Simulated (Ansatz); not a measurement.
# CHO (quartet): from Hartree-Fock to the top rungs, cc-pVTZ

Aim: climb from Hartree-Fock through coupled cluster and multireference methods for CHO (quartet) at one geometry and basis, and see what each rung misses.

The runs use Ansatz 0.2.0, Gaussian basis; cc-pVTZ, core rule «outside noble gas», up to 2 orbitals frozen.

Plan: UHF; CCSD(T) on ROHF; CCSD(T) on UHF; BCCD(T) on ROHF; CCSDT(Q) on ROHF; CCSDT(Q) on UHF; CASSCF and MRCISD+Q, 11 electrons in 9 orbitals; CASSCF and NEVPT2, 11 electrons in 9 orbitals.

4 further runs of the same task are left out: 4 set aside as unsound or not needed. Runs told in other sessions of the task aren't counted.

## Step 1: The system

The geometry is a PBE0/def2-TZVP stationary point (not a proven minimum) of the parent state, kept for this charge and spin.

3 atoms, charge 0, spin multiplicity 4.

Atoms are counted from 1 here; the program's logs count them from 0.

Bond lengths: O1–C2 1.265 Å, O1–H3 0.984 Å. Angles: C2–O1–H3 114.4°.

## Step 2: UHF

in.yaml reads:

```yaml
crystal:
  periodic: [false, false, false]
  atoms:
    - {symbol: O, position_ang: [0.000000, -0.101264, 0.500232]}
    - {symbol: C, position_ang: [0.000000, 0.073612, -0.752550]}
    - {symbol: H, position_ang: [0.000000, 0.730231, 1.027088]}
basis:
  gaussian: {orbitals: cc-pVTZ}
magnetization: {spin_polarized: true, initial_magnetization: 3}
hamiltonian: {xc: hf}
output: {orbitals: {seedname: orbitals}}
```

Started as:

```sh
ansatz run in.yaml --threads 1 --pin off --events-out ev --progress --plain --max-ram 4096MiB --backend cpu
```

After this run come: CCSD(T) on ROHF; CCSD(T) on UHF; BCCD(T) on ROHF; CCSDT(Q) on ROHF; CCSDT(Q) on UHF; CASSCF and MRCISD+Q, 11 electrons in 9 orbitals; CASSCF and NEVPT2, 11 electrons in 9 orbitals.

Q: Predict the results of all the runs planned. Wanted: UCCSDT(Q) from the RHF energy; RMP2 from UCCSDT(Q); UMP2 from UCCSDT(Q); RCCSD from UCCSDT(Q); RCCSD(T) from UCCSDT(Q); UCCSD(T) from UCCSDT(Q); RCCSDT(Q) from UCCSDT(Q); NEVPT2 valence from UCCSDT(Q); MRCISD+Q valence from UCCSDT(Q).

As calculated:

| quantity | value |
| --- | --- |
| UCCSDT(Q) from the ROHF energy | -9.1313 eV |
| RMP2 from UCCSDT(Q) | +671.6 meV |
| UMP2 from UCCSDT(Q) | +667.3 meV |
| RCCSD from UCCSDT(Q) | +322.3 meV |
| RCCSD(T) from UCCSDT(Q) | +24.3 meV |
| UCCSD(T) from UCCSDT(Q) | +23.6 meV |
| RCCSDT(Q) from UCCSDT(Q) | +3.0 meV |
| NEVPT2 valence from UCCSDT(Q) | +1190.4 meV |
| MRCISD+Q valence from UCCSDT(Q) | +117.1 meV |
| levels within 1 kcal/mol (43 meV) | RCCSD(T), UCCSD(T), BCCD(T), RCCSDT, UCCSDT, RCCSDT(Q) |
| T1 diagnostic | 0.023 |
| effectively unpaired electrons | 3.01 |

**Reading.** RCCSD(T) lands +24.3 meV from the yardstick (0.3 % of the correlation energy). One determinant dominates. Of the multireference levels listed MRCISD+Q valence comes nearest in total energy (+117.1 meV), which doesn't show that its space is the better one. These misses are within one basis, not against nature; the frozen cores of restricted and unrestricted runs differ, which can shift their rows.
